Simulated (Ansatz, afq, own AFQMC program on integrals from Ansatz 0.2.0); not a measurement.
AFQMC on a folder of integrals that Ansatz 0.2.0 wrote.

```yaml
crystal:
  periodic: [false, false, false]
  atoms:
    - {symbol: B, position_ang: [0.000000, 0.000000, -3.369923]}
    - {symbol: Al, position_ang: [0.000000, 0.000000, 3.176078]}
    - {symbol: H, position_ang: [0.000000, 0.000000, -4.553011]}
    - {symbol: H, position_ang: [0.000000, 0.000000, 4.746856]}
basis:
  gaussian: {orbitals: 6-31G}
magnetization: {spin_polarized: true, initial_magnetization: 2}
correlation: {method: ccsd_t, electrons: outside_noble_gas, hamiltonian_folder: ham}
```

```sh
$ ansatz run in.yaml --threads 1 --pin off --events-out ev --progress --plain --max-ram 24576MiB --backend cuda --devices 0, --max-vram 18GiB
```

afq runs on the folder ham with

```
--method phaseless --trial hf --walkers 4000 --populations 20 --least-time 40 --time-step 0.005 --steps-per-block 20 --equilibration-blocks 160 --max-blocks 4000 --target-error 0.0017000 --factor-cut 1e-05 --start spin_pure --seed 9447 --taylor-order 6
```

Times are imaginary, in 1/Eh. The walk had a cap of 49 s. With eight or more populations the least sampling time is a fifth of least-time, and the error comes from their spread.

Output of the walk:

```
orbitals 20  electrons 5 3  factors 99 of 328
reference energy -267.52505167 Eh
CCSD correlation -0.07756393 Eh in 13 cycles, weight of the determinant in the CISD state 0.8885
energy of the start -267.525783 Eh
 block  time / (1/Eh)  mean weight  energy / Eh
     1     0.100  1.0003  -267.534834
     2     0.200  1.0003  -267.542413
     3     0.300  1.0003  -267.549286
     4     0.400  1.0003  -267.554988
     5     0.500  1.0004  -267.559663
     7     0.700  1.0003  -267.566799
     9     0.900  1.0003  -267.573476
    13     1.300  1.0001  -267.581330
    25     2.500  1.0001  -267.594669
    37     3.700  1.0001  -267.599010
    49     4.900  0.9999  -267.600633
    61     6.100  0.9997  -267.601321
    73     7.300  1.0002  -267.602167
    85     8.500  1.0001  -267.605049
    97     9.700  0.9999  -267.602971
   103    10.300  1.0001  -267.605921
   109    10.900  1.0001  -267.605432
   121    12.100  1.0001  -267.603765
   133    13.300  0.9998  -267.604754
   145    14.500  1.0000  -267.604273
   157    15.700  1.0001  -267.604560
   169    16.900  1.0000  -267.602035
   181    18.100  1.0000  -267.602404
   193    19.300  1.0002  -267.602994
   205    20.500  0.9999  -267.600541
   217    21.700  1.0000  -267.602804
   229    22.900  1.0000  -267.602246
   235    23.500  1.0000  -267.602037
error from the spread of 20 populations
energy -267.602130 +/- 0.000624 Eh
(rows thinned)
```

The run passed its tests (sampling time, drift between the halves within three errors, error under three times the target), which doesn't prove that it has relaxed.

Against this walk (error 17.0 meV) on the same determinant: CCSD(T) 29.2 meV lower (within the noise), CCSDT(Q) 38.3 meV lower, CCSDTQ 38.8 meV lower, full CI 38.8 meV lower, a separate phaseless walk with a CISD trial and standard settings 35.1 ± 17.0 meV lower. The error is statistical and leaves out the bias of the constraint.

Cautions: constraint bias not in the error; lower spins were not checked; the determinant is a saddle point among determinants of its kind; raised T1 diagnostic (T1 0.040, weight of the determinant 0.89, largest double 0.10); unrestricted determinant slightly spin contaminated (⟨S²⟩ 2.06 against 2.00).

The walk took 16 s on 1 × NVIDIA H100 80GB HBM3 with 2 threads of AMD EPYC 7R13 Processor (Zen 3) (shared host) (the card was shared). The log's last line is the phaseless energy.

CCSDT and higher add their correlation energy to the determinant of the CCSD(T) run, since their own runs factorise the integrals more tightly (a shift of under 2 meV).
